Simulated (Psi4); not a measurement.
# M06-L/def2-TZVPPD run of P2 (diphosphorus)

Aim: the vertical electron affinity of P2 (diphosphorus) at M06-L/def2-TZVPPD, from 2 runs. 

Program for the calculation: Psi4 1.11.

1 further run of the same task is left out (it didn't finish).

## Step 1: The structure to begin with

P2: 2 atoms, total charge 0, spin state singlet. As SMILES, `P#P`. The bond length is the measured one.

Bond lengths: P1–P2 1.893 Å.

## Step 2: Energy and forces at M06-L/def2-TZVPPD

Contents of p2.dat:

```
memory 1.6 GB

molecule {
  0 1
  P      0.000000     0.000000     0.000000
  P      0.000000     0.000000     1.893400
  units angstrom
  symmetry c1
  no_reorient
  no_com
}

set globals {
  basis                def2-TZVPPD
  reference            rks
  puream               true
  e_convergence        1e-09
  d_convergence        1e-08
  scf_type             pk
  dft_radial_points    99
  dft_spherical_points 590
}

e, wfn = gradient("m06-l", return_wfn=True)
oeprop(wfn, "MAYER_INDICES", "MULLIKEN_CHARGES", "DIPOLE", title="M06-L")
```

Command:

```bash
$ psi4 -n 1 p2.dat p2.out
```

p2.out, shortened:

```text
[...]
  Running in c1 symmetry.
[...]
  Nuclear repulsion =   62.884162036944126
[...]
  Multiplicity = 1
[...]
  Nalpha       = 15
  Nbeta        = 15
[...]
    Number of basis functions: 96
[...]
   @RKS iter   1:  -682.59533427849806   -2.32410e-01   5.62898e-03 DIIS/ADIIS
[...]
   @RKS iter   9:  -682.69755297508050   -9.66338e-12   5.02478e-09 DIIS
[...]
    Orbital Energies [Eh]
    ---------------------
    Doubly Occupied:
       1A    -76.766732     2A    -76.766701     3A     -6.524200
       4A     -6.523820     5A     -4.634836     6A     -4.634836
       7A     -4.634648     8A     -4.634648     9A     -4.630703
      10A     -4.628649    11A     -0.639795    12A     -0.437278
      13A     -0.267140    14A     -0.267140    15A     -0.265445
[...]
  @RKS Final Energy:  -682.69755297508050
   => Energetics <=
    Nuclear Repulsion Energy =             62.8841620369441259
    One-Electron Energy =               -1069.3906929474039771
    Two-Electron Energy =                 370.2559216874172421
    DFT Exchange-Correlation Energy =     -46.4469437520378889
    Empirical Dispersion Energy =           0.0000000000000000
    VV10 Nonlocal Energy =                  0.0000000000000000
    Total Energy =                       -682.6975529750804981
[...]
  -Total Gradient:
     Atom            X                  Y                   Z
    ------   -----------------  -----------------  -----------------
       1       -0.000000000770     0.000000000110    -0.004750125265
       2        0.000000000769    -0.000000000109     0.004750125263
[...]
 Multipole Moments:
 ------------------------------------------------------------------------------------
     Multipole            Electronic (a.u.)      Nuclear  (a.u.)        Total (a.u.)
 ------------------------------------------------------------------------------------
 L = 1.  Multiply by 2.5417464519 to convert [e a0] to [Debye]
 Dipole X            :         -0.0000000            0.0000000           -0.0000000
 Dipole Y            :         -0.0000000            0.0000000           -0.0000000
 Dipole Z            :        -53.6701117           53.6701117            0.0000000
 Magnitude           :                                                    0.0000000
[...]
  Mulliken Charges: (a.u.)
   Center  Symbol    Alpha    Beta     Spin     Total
       1     P     7.50000  7.50000  0.00000 -0.00000
       2     P     7.50000  7.50000  0.00000  0.00000
   Total alpha = 15.00000, Total beta = 15.00000, Total charge = -0.00000
  Mayer Bond Indices:
[...]
```

It took 26 s on 1 thread of AMD EPYC 7R43 (Zen 3), shared host; peak memory 0.7 GiB.

## Step 3: The doublet anion, same level

Contents of calc.py:

```python
import psi4

psi4.set_memory('1600 MB')
psi4.set_num_threads(1)
psi4.set_output_file('psi4.out', False)

molecule = psi4.geometry("""
-1 2
P      0.000000     0.000000     0.000000
P      0.000000     0.000000     1.893400
symmetry c1
""")

options = {'reference': 'uks', 'puream': True, 'e_convergence': 1e-09, 'd_convergence': 1e-08, 'scf_type': 'pk', 'dft_radial_points': 99, 'dft_spherical_points': 590, 'maxiter': 100}
psi4.set_options(options)

energy_value, wavefunction = psi4.gradient('m06-l/def2-TZVPPD', return_wfn=True)
psi4.oeprop(wavefunction, 'MULLIKEN_CHARGES', 'LOWDIN_CHARGES', 'WIBERG_LOWDIN_INDICES', title='M06-L')
print('gradient / Eh bohr^-1')
print(energy_value.np.round(6))
print(f'energy = {wavefunction.energy():.10f} Eh')
```

Command:

```bash
$ python calc.py
```

psi4.out, shortened:

```text
[...]
  Running in c1 symmetry.
[...]
  Nuclear repulsion =   62.884162036944126
[...]
  Multiplicity = 2
[...]
  Nalpha       = 16
  Nbeta        = 15
[...]
    Number of basis functions: 96
[...]
   @UKS iter   1:  -682.49549837558982   -1.32583e-01   6.94916e-03 DIIS/ADIIS
[...]
   @UKS iter  11:  -682.71102462941360   -6.48015e-12   7.15587e-09 DIIS
[...]
   @S^2 Observed:                7.540876147E-01
[...]
  @UKS Final Energy:  -682.71102462941360
   => Energetics <=
    Nuclear Repulsion Energy =             62.8841620369441259
    One-Electron Energy =               -1076.7718764912585812
    Two-Electron Energy =                 377.8609320583136650
    DFT Exchange-Correlation Energy =     -46.6842422334127747
    Empirical Dispersion Energy =           0.0000000000000000
    VV10 Nonlocal Energy =                  0.0000000000000000
    Total Energy =                       -682.7110246294136005
[...]
 Multipole Moments:
 ------------------------------------------------------------------------------------
     Multipole            Electronic (a.u.)      Nuclear  (a.u.)        Total (a.u.)
 ------------------------------------------------------------------------------------
 L = 1.  Multiply by 2.5417464519 to convert [e a0] to [Debye]
 Dipole X            :         -0.0000000            0.0000000           -0.0000000
 Dipole Y            :         -0.0000000            0.0000000           -0.0000000
 Dipole Z            :          0.0000001            0.0000000            0.0000001
 Magnitude           :                                                    0.0000001
[...]
  -Total Gradient:
     Atom            X                  Y                   Z
    ------   -----------------  -----------------  -----------------
       1        0.000000000012    -0.000000000000     0.049192052191
       2       -0.000000000011     0.000000000000    -0.049192052192
[...]
  Mulliken Charges: (a.u.)
   Center  Symbol    Alpha    Beta     Spin     Total
       1     P     8.00000  7.50000  0.50000 -0.50000
       2     P     8.00000  7.50000  0.50000 -0.50000
   Total alpha = 16.00000, Total beta = 15.00000, Total charge = -1.00000
  Lowdin Charges: (a.u.)
   Center  Symbol    Alpha    Beta     Spin     Total
       1     P     8.00000  7.50000  0.50000 -0.50000
       2     P     8.00000  7.50000  0.50000 -0.50000
  Total alpha = 16.00000, Total beta = 15.00000, Total charge = -1.00000
[...]
```

On the terminal:

```text
gradient / Eh bohr^-1
[[ 0.       -0.        0.049192]
 [-0.        0.       -0.049192]]
energy = -682.7110246294 Eh
```

Run time: 43 s. Hardware: 1 thread of AMD EPYC 7R43 (Zen 3), shared host; peak memory 0.7 GiB.

## Step 4: Results

Level: M06-L/def2-TZVPPD.

```
                                         quantity          value
                         singlet P2: total energy  -682.69755 Eh
                        singlet P2: dipole moment         0.00 D
                          singlet P2: HOMO energy       -7.22 eV
                          singlet P2: LUMO energy       -3.21 eV
                        singlet P2: HOMO–LUMO gap        4.02 eV
             singlet P2: largest force on an atom     0.244 eV/Å
                      doublet anion: total energy  -682.71102 Eh
doublet anion: HOMO energy (highest over α and β)        2.44 eV
 doublet anion: LUMO energy (lowest over α and β)        2.67 eV
                              doublet anion: ⟨S²⟩          0.754
          doublet anion: largest force on an atom     2.530 eV/Å
vertical electron affinity (to the doublet anion)       0.367 eV
```

At fixed nuclei the extra electron is bound by 0.37 eV (8.5 kcal/mol). The HOMO (doublet anion) lies at positive energy, 2.44 eV, as semi-local functionals often give for anions; only total energies tell whether the electron is bound.
